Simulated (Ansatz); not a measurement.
```yaml
crystal:
  periodic: [false, false, false]
  atoms:
    - {symbol: O, position_ang: [-1.386282, -0.422951, 0.388832]}
    - {symbol: Ga, position_ang: [0.333371, 0.124407, -0.123444]}
    - {symbol: H, position_ang: [-1.705497, -0.112773, 1.246136]}
    - {symbol: H, position_ang: [0.649930, -1.779291, 1.120857]}
basis:
  gaussian: {orbitals: def2-TZVP}
magnetization: {spin_polarized: true, initial_magnetization: 3}
hamiltonian: {xc: pbe0}
relax: {f_tol: 0.004, max_steps: 80}
```

```sh
$ ansatz run in.yaml --threads 1 --pin off --events-out ev --progress --plain --max-ram 2176MiB
```

Steps of the relaxation (energy above the last step; positions in Å, forces in eV/Å):

```
4
step 1, 189.1 meV
O    -1.386   -0.423    0.389    0.150   -0.092   -0.313
Ga    0.333    0.124   -0.123   -0.550   -0.194    0.445
H    -1.705   -0.113    1.246    0.446    0.149   -0.058
H     0.650   -1.779    1.121   -0.045    0.137   -0.075
```

```
4
step 2, 140.1 meV
O    -1.399   -0.434    0.368    0.009   -0.080   -0.055
Ga    0.320    0.102   -0.090   -0.177   -0.117    0.227
H    -1.652   -0.119    1.246    0.234    0.058   -0.086
H     0.623   -1.739    1.109   -0.067    0.140   -0.087
```

```
4
step 3, 73.9 meV
O    -1.389   -0.507    0.382   -0.514   -0.131    0.264
Ga    0.341    0.008    0.002    0.655    0.127   -0.164
H    -1.605   -0.100    1.234    0.017   -0.135   -0.066
H     0.544   -1.592    1.014   -0.158    0.139   -0.033
```

```
4
step 4, 52.7 meV
O    -1.362   -0.546    0.391   -0.720   -0.314   -0.089
Ga    0.388   -0.040    0.021    0.917    0.603   -0.523
H    -1.547   -0.150    1.249   -0.127    0.033    0.336
H     0.412   -1.455    0.972   -0.070   -0.323    0.276
```

```
4
step 6, 8.1 meV
O    -1.392   -0.565    0.387    0.293    0.084   -0.112
Ga    0.438   -0.002   -0.014   -0.153   -0.127   -0.001
H    -1.513   -0.179    1.266   -0.132   -0.014    0.137
H     0.358   -1.445    0.994   -0.007    0.057   -0.024
```

```
4
step 11, 0.0 meV
O    -1.371   -0.535    0.383    0.000    0.000    0.000
Ga    0.441   -0.015   -0.033    0.000    0.000    0.000
H    -1.532   -0.207    1.280    0.000    0.000    0.000
H     0.354   -1.434    1.002    0.000    0.000    0.000
```

Close pairs at the end: O1–H3 0.969 Å, Ga2–H4 1.758 Å, O1–Ga2 1.930 Å.

A stationary point of unrestricted PBE0 after 11 steps, with ⟨S²⟩ = 3.760 against 3.75 for a pure state; no frequencies were run, so it isn't proven a minimum. 20 s on 1 thread of Intel Xeon 6975P-C, shared host.
